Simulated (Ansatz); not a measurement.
C2HF (`C#CF`), 4 atoms. Total charge 0; spin multiplicity 1. Hardware: A = 2 threads of an AMD EPYC 7R13 on a shared host; B = 2 threads of an AMD EPYC 7R13 on a shared host and a share of an NVIDIA H100 80 GB. Correlated methods freeze the cores. Open-shell runs search over several starts.

Q: Give the basis size and wall time and peak host memory of each of these runs in Ansatz. UKS r2SCAN-D4/def2-TZVPP energy of the cation [A]; RHF-CCSD(T)/cc-pV(T+d)Z energy [A]; RKS PBE0-D4/def2-SVP energy [A]; RKS PBE0-D4/def2-TZVP frequencies [A]; RHF-CCSD(T)/def2-SVP energy [A]; RKS ωB97M-V/def2-QZVPP energy [A]; RKS ωB97M-V/def2-SVP energy [A]; UKS ωB97X-V/def2-TZVPP energy of the cation [A]; UKS ωB97M-V/def2-TZVPP energy of the cation [A]; UHF-CCSD(T)/def2-QZVPP energy of the cation [B]; direct RPA on PBE orbitals/def2-TZVPP energy [A]; RHF-CCSD(T)/cc-pV(Q+d)Z energy [B]. (Estimate.)

A: Computed: Other jobs shared the machine, so times are rough.

| level | job | functions | wall time | peak host memory (GiB) |
| --- | --- | --- | --- | --- |
| RKS PBE0-D4/def2-SVP | energy [A] | 47 | 0.72 s | 0.09 |
| RHF-CCSD(T)/def2-SVP | energy [A] | 47 | 2 s | 0.11 |
| direct RPA on PBE orbitals/def2-TZVPP | energy [A] | 107 | 2.2 s | 0.14 |
| RKS ωB97M-V/def2-SVP | energy [A] | 47 | 2.2 s | 0.12 |
| RKS ωB97M-V/def2-QZVPP | energy [A] | 201 | 7.5 s | 0.34 |
| RHF-CCSD(T)/cc-pV(T+d)Z | energy [A] | 104 | 7.6 s | 0.38 |
| UHF-CCSD(T)/def2-QZVPP | energy of the cation [B] | 201 | 13 s | 0.78 |
| RKS PBE0-D4/def2-TZVP | frequencies [A] | 99 | 20 s | 0.15 |
| RHF-CCSD(T)/cc-pV(Q+d)Z | energy [B] | 195 | 22 s | 0.77 |
| UKS ωB97X-V/def2-TZVPP | energy of the cation [A] | 107 | 30 s | 0.28 |
| UKS r2SCAN-D4/def2-TZVPP | energy of the cation [A] | 107 | 42 s | 0.2 |
| UKS ωB97M-V/def2-TZVPP | energy of the cation [A] | 107 | 56 s | 0.3 |
